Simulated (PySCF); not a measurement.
# SMILES CC(C)(C)PP, C₄H₁₂P₂

Geometry:
```tsv
atom	x (Å)	y (Å)	z (Å)
C1	0.489	-1.226	-0.637
C2	-0.115	-0.121	0.222
C3	-1.434	-0.594	0.837
C4	-0.351	1.137	-0.615
P5	0.980	0.381	1.686
P6	2.889	0.854	0.616
H7	-0.186	-1.466	-1.477
H8	1.460	-0.928	-1.061
H9	0.641	-2.149	-0.055
H10	-2.147	-0.865	0.040
H11	-1.289	-1.486	1.469
H12	-1.899	0.189	1.456
H13	-0.759	1.960	-0.007
H14	0.581	1.489	-1.088
H15	-1.070	0.926	-1.424
H16	1.408	-0.941	2.032
H17	3.687	0.636	1.781
H18	2.818	2.263	0.848
```

Computed with GIAO PBE0/pcSseg-1 magnetisability, rotational g tensor and spin-rotation constants, non-relativistic, gas phase in PySCF 2.14.0. Geometry: PBE0-D3(BJ)/def2-SVP.

(1) Give the nuclear spin-rotation constants along the inertial axes (H = +C I·J) beside the isotropic shieldings.

(2) How do the rotational constants and the g tensor change when H7, H8, H9, H10, H11, H12, H13, H14, H15, H16, H17, H18 are replaced by deuterium?

Results:

(1) Rotational constants 3.4212, 1.4315, 1.3233 GHz. A star marks the isotopologue with that one atom substituted, in its own axes.
```tsv
atom	isotope	Caa (kHz)	Cbb (kHz)	Ccc (kHz)	mean (kHz)	σ (ppm)
P5	31P	4.717	1.827	2.138	2.894	384.2
P6	31P	3.603	1.579	1.414	2.199	525.5
H7	1H	-0.083	-0.083	-0.148	-0.104	30.2
H8	1H	-0.035	-0.081	-0.134	-0.083	28.9
H9	1H	-0.388	-0.110	-0.008	-0.169	30.4
H10	1H	-0.052	-0.089	-0.151	-0.098	30.1
H11	1H	-0.366	-0.107	-0.016	-0.163	30.2
H12	1H	-0.356	-0.081	-0.038	-0.159	30.0
H13	1H	-0.382	-0.086	-0.034	-0.167	30.4
H14	1H	-0.077	-0.089	-0.148	-0.104	30.3
H15	1H	-0.077	-0.094	-0.146	-0.106	30.4
H16	1H	-0.365	-0.146	0.054	-0.152	28.2
H17	1H	-0.166	-0.058	-0.121	-0.115	28.7
H18	1H	-0.307	-0.145	0.014	-0.146	28.8
C1	13C*	0.662	0.235	0.192	0.363	151.4
C2	13C*	0.544	0.238	0.213	0.332	155.3
```
For the geometry as given, no vibrational averaging.

(2) Constants 2.7056, 1.1989, 1.1315 GHz; g -0.0073, -0.0026, -0.0026, against -0.0091, -0.0030, -0.0030 before.
